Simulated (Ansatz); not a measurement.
Cartesian coordinates in Å:
```
Cl -1.109 -0.597 0.904
B -0.262 0.030 -0.455
Cl 1.372 0.566 -0.450
```

The species carries charge 0 and has multiplicity 2.

List the ωB97M-V/def2-TZVPP orbital energies in eV (the Gaussian-basis code of Ansatz). (Best estimate.)

Computed: α occupied: -2772.84, -2772.84, -263.24, -263.24, -200.72, -200.72, -200.60, -200.60, -200.58, -200.57, -191.06, -27.42, -26.55, -17.12, -14.98, -13.74, -13.60, -12.17, -11.96, -8.25. α empty: 0.24, 3.16, 3.91, 3.99, 4.64, 4.86, 5.79, 8.71. β occupied: -2772.82, -2772.82, -263.22, -263.22, -200.67, -200.67, -200.59, -200.59, -200.53, -200.53, -190.74, -27.26, -26.41, -16.73, -14.65, -13.48, -13.21, -12.16, -11.79. β empty: -0.46, 0.77, 3.30, 3.99, 4.10, 4.61, 5.07, 6.15. ⟨S²⟩ = 0.752.
